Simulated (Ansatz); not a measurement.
[NH$_{2}$···H···CH$_{2}$], triplet: the ladder up to UCCSDT(Q)

Geometry: a point of a hydrogen-transfer path between rigid fragments, not a stationary point.

```xyz
7

N    -1.1234   -0.0184   -0.0286
H    -1.4207    0.9495   -0.0286
H    -1.4207   -0.4207    0.8517
H     0.0116   -0.0184   -0.0286
C     1.2656   -0.0184   -0.0286
H     1.6801   -0.0184    0.9676
H     1.6801   -0.0184   -1.0247
```

Basis cc-pVDZ; Ansatz 0.2.0. Correlated methods freeze the noble-gas cores, which leaves 14 electrons in 51 orbitals. Prefix R: restricted or restricted open-shell reference; prefix U: unrestricted.

Full CI isn't at hand for all of this; UCCSDT(Q) serves as the reference, and is uncertain by about the last step of the cluster series. The frozen core follows each run's orbitals, which can shift R against U totals by a few meV.

```
UHF ⟨S²⟩                          : 2.039
T1 diagnostic (RCCSD)             : 0.0229
largest doubles amplitude (RCCSD) : 0.029
T1 diagnostic (UCCSD)             : 0.0133
```

**Question.** From what is known of these methods and the diagnostics, rank them by the size of their error in total energy against UCCSDT(Q) in cc-pVDZ, smallest first (an estimate: the text doesn't fix the numbers).
A. UCCSDT
B. UMP2
C. RCCSD
D. BCCD(T)
E. UHF

**Answer.** A (15 meV), D (37 meV), C (254 meV), B (1246 meV), E (9284 meV).

All errors are against UCCSDT(Q) in cc-pVDZ. Within each family the higher level lies nearer, as is usual though not guaranteed.
